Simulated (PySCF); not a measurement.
Assignment exercise: C2H4ClF

Structure with atom numbers: `[CH3:1][C@@H:2]([F:3])[Cl:4]`. Hydrogens are named by the atom that carries them.

PySCF 2.14.0 with density-fitted response routines calculation with structure optimised with PBE0-D3(BJ)/def2-TZVP and shieldings: GIAO B97-2/pcSseg-2; no relativistic terms, one computed conformer, equivalent nuclei averaged, in vacuum.

Shifts are taken against calculated references (same method and geometry level): ¹³C (185.38 ppm), ¹H (31.64 ppm) against TMS.

(1) Assign these signals to the numbered atoms. ¹³C{¹H} NMR (computed): δ 110.6 (CH), 28.7 (CH3).

(2) Assign these signals to the numbered atoms. ¹H NMR (600 MHz, computed): δ 6.40 (m, 1H), 1.70 (m, 3H).

Answers

(1) 
110.6 → C2, sp3 CH bonded to Cl and F: 2 electronegative neighbours deshield it
28.7 → C1, methyl carbon: saturated and bonded to C and H only

(2) 
```tsv
δ (ppm)	atoms	environment	reason
6.40	H(C2)	hydrogen on an sp3 CH bonded to Cl and F	its carbon carries Cl and F, an electronegative neighbour
1.70	H(C1)	hydrogen on a methyl carbon	–
```

Carbons that carry Cl, above all several Cl atoms, come out too deshielded, partly because spin–orbit coupling is missing. Splittings by ¹⁹F in the carbon and heteronuclear signals aren't shown, as no couplings were computed. Shifts are as computed. Against solution values, carbons near 30 ppm lie about +3 ppm off and those near 130 ppm about +7 ppm; carbons on Cl a further +5 ppm. Of 1211 compounds with measured shifts, 218 miss one by over three times the rms of a fit or turn the order of signals round; such compounds aren't used in these exercises. No couplings were computed; multiplicities are counted from neighbouring protons, with m where these are inequivalent, close in shift, in a saturated or five-membered ring or joined by F or P, and br s for small geminal =CH2 splittings.
